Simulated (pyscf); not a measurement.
Multi-bond step: H₂N–SiH₂–NH–SiH₂–NH₂ + hydrogen fluoride (HF) -> H₂N–SiH₂–NH–SiH₂–NH₂ + hydrogen fluoride (HF)

Gas phase, singlet surface, charge 0. Bonds broken: N1–H16, N5–H6, H14–F15. Bonds formed: N1–H6, N5–H14, F15–H16. Optimised with ωB97X-D3(BJ)/def2-SVP in PySCF.

Transition state (Å):

```xyz
16

N      0.4487     1.4828     0.3541
Si    -0.5764     0.8006     1.6247
N     -1.0134    -0.7756     1.0402
Si    -0.9481    -1.3700    -0.5906
N      0.1481    -0.2626    -1.4292
H      0.1213     0.8343    -0.7270
H      0.5613     2.4935     0.3077
H      0.1172     0.6510     2.9327
H     -1.7321     1.7286     1.8031
H     -1.0634    -1.4966     1.7549
H     -0.4687    -2.7785    -0.5684
H     -2.2549    -1.3242    -1.3109
H      0.0967    -0.2000    -2.4439
H      1.1711    -0.4130    -1.0142
F      2.1363    -0.2591     0.0031
H      1.3968     0.8979     0.3264
```

One imaginary mode, 1351i cm⁻¹; descent along it reached the two sides named, in the forms told below.

```csv
bond,change,reactant side (Å),saddle,product side
N1–H16,breaks,1.019,1.114,1.648
N5–H6,breaks,1.020,1.303,2.8
H14–F15,breaks,0.968,1.411,2.050
N1–H6,forms,2.9,1.303,1.020
N5–H14,forms,1.648,1.114,1.019
F15–H16,forms,2.049,1.411,0.968
```

Electronic energies relative to the separated reactants (eV):

| level | barrier | reaction energy | reverse barrier |
|---|---|---|---|
| ωB97X-D3(BJ)/def2-TZVP | 0.54 | 0.00 | 0.54 |
| PBE/def2-TZVP | 0.20 | 0.00 | 0.20 |
| r²SCAN/def2-TZVP | 0.28 | 0.00 | 0.28 |
| B3LYP-D3(BJ)/def2-TZVP | 0.40 | 0.00 | 0.40 |
| PBE0-D3(BJ)/def2-TZVP | 0.35 | 0.00 | 0.35 |
| M06-2X/def2-TZVP | 0.57 | 0.00 | 0.57 |
| ωB97M-D3(BJ)/def2-TZVP | 0.56 | 0.00 | 0.56 |
| HF/def2-TZVP | 1.55 | 0.00 | 1.55 |

With ωB97M-D3(BJ)/def2-TZVP energies and thermal terms (ideal gas, 1 atm, RRHO with modes under 100 cm⁻¹ raised to 100, one conformer, R ln 2 for chiral ones without a mode under 150 cm⁻¹), in eV:

```csv
T (K),ΔH‡,ΔG‡,ΔH,ΔG
298,0.48,1.02,0.00,0.00
600,0.42,1.59,0.00,0.00
900,0.42,2.18,0.00,0.00
1200,0.43,2.77,0.00,0.00
```

On the reactant side the descent ends in a bound adduct, 0.64 eV under the separated species and 1.17 eV under the saddle at ωB97X-D3(BJ)/def2-TZVP. On the product side the descent ends in a bound adduct, 0.64 eV under the separated species and 1.17 eV under the saddle at ωB97X-D3(BJ)/def2-TZVP. One saddle was located; it need not be the lowest between these sides.
